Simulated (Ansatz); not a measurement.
```yaml
crystal:
  periodic: [false, false, false]
  atoms:
    - {symbol: Mo, position_ang: [0.000178, 0.000007, -0.004956]}
    - {symbol: H, position_ang: [-0.021511, 1.602360, 0.237521]}
    - {symbol: H, position_ang: [0.004582, -1.602986, 0.234206]}
basis:
  gaussian: {orbitals: def2-TZVP}
hamiltonian: {xc: pbe0}
relax: {f_tol: 0.004, max_steps: 80}
```

```sh
$ ansatz run in.yaml --threads 1 --pin off --events-out ev --progress --plain --max-ram 2176MiB
```

Steps of the relaxation (energy above the last step; positions in Å, forces in eV/Å):

```
3
step 1, 1511.9 meV
Mo    0.000    0.000   -0.005    0.152    0.006   -4.231
H    -0.022    1.602    0.238   -0.094    2.209    2.118
H     0.005   -1.603    0.234   -0.058   -2.214    2.113
```

```
3
step 2, 512.6 meV
Mo    0.007    0.000   -0.200    0.062    0.002   -1.718
H    -0.025    1.660    0.335   -0.027   -0.422    0.859
H     0.002   -1.660    0.332   -0.034    0.420    0.859
```

```
3
step 3, 150.4 meV
Mo    0.014    0.001   -0.396   -0.006    0.000    0.172
H    -0.028    1.567    0.433    0.010   -0.875   -0.087
H    -0.003   -1.568    0.430   -0.004    0.875   -0.085
```

```
3
step 8, 0.0 meV
Mo    0.018    0.001   -0.502    0.000    0.000    0.000
H    -0.029    1.370    0.486    0.000    0.000    0.000
H    -0.006   -1.371    0.483    0.000    0.000    0.000
```

Close pairs at the end: Mo1–H2 1.689 Å, Mo1–H3 1.689 Å.

A stationary point of restricted PBE0 after 8 steps (its stability towards spin polarisation wasn't tested); no frequencies were run, so it isn't proven a minimum. 26 s on 1 thread of Arm Neoverse V2, shared host.
